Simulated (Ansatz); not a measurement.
Reaction (silylene formation by 1,1-elimination): `F[SiH2][AlH2]` → `[F][AlH2]` + `[SiH2]`

Computed with Ansatz on PBE0-D4/def2-TZVP structures; ΔE is electronic, products minus reactants. CCSD(T)/CBS is the MP2 limit (def2-TZVPP, def2-QZVPP) plus CCSD(T) − MP2 in def2-TZVPP, frozen cores. This one scheme is used for every species. Functionals use def2-TZVPP. B3LYP here is the variant with VWN-RPA as its local correlation; programs differ in this.

`F[SiH2][AlH2]`:

```xyz
7

F    -0.812    2.039   -0.251
Si    0.246    0.855   -0.536
Al   -0.320   -1.187    0.729
H     0.253    0.624   -2.010
H     1.596    1.383   -0.182
H    -1.580   -1.256    1.690
H     0.618   -2.458    0.561
```

`[F][AlH2]`:

```xyz
4

F     1.326   -0.104   -0.880
Al   -0.046    0.004    0.030
H    -0.817   -1.339    0.322
H    -0.462    1.440    0.528
```

`[SiH2]`:

Cartesian coordinates in Å:
```
Si 0.141 -0.655 0.240
H 0.933 0.647 0.159
H -1.075 0.008 -0.399
```

Question: Is it downhill or uphill in electronic energy at CCSD(T)/CBS, and by how much? (Estimate.)

Answer: Computed: Uphill: ΔE = +161.9 kJ/mol.

Question: What do these levels give: LDA (SPW92), BHLYP-D4, ωB97X-V, B2PLYP, revPBE, B3LYP, CAM-B3LYP, HF/def2-SVP, CCSD(T)/def2-SVP, SCS-MP2/def2-TZVPP, HF/def2-QZVPP, CCSD/CBS(def2)? (An estimate is asked.)

Answer: Computed: LDA (SPW92) 200.8, BHLYP-D4 168.6, ωB97X-V 175.7, B2PLYP 156.4, revPBE 158.8, B3LYP 151.2, CAM-B3LYP 159.9, HF/def2-SVP 133.1, CCSD(T)/def2-SVP 131.0, SCS-MP2/def2-TZVPP 156.9, HF/def2-QZVPP 150.0, CCSD/CBS(def2) 158.8 kJ/mol.

Question: What do rigid-rotor, harmonic-oscillator terms from PBE0-D4/def2-TZVP frequencies (298.15 K, 1 bar) make of the CCSD(T)/CBS value? (An estimate is asked.)

Answer: Computed: ΔZPE = -14.9 kJ/mol, ΔH = +150.5 kJ/mol, ΔS = 134 J/(mol·K), ΔG = +110.6 kJ/mol.

Largest T1 diagnostic among the species: 0.014.

From BLYP to BHLYP (50 % exact exchange), in def2-TZVPP and without D4, ΔE moves by +21.3 kJ/mol. The D4 term adds +8.3 kJ/mol with B3LYP and +4.5 kJ/mol with PBE0; it sums over pairs of atoms, weighted by their polarisabilities, and B3LYP, whose exchange is more repulsive, gets the larger term. At CCSD(T), def2-SVP lies −30.9 kJ/mol from the extrapolated value and def2-TZVPP −6.7 kJ/mol.
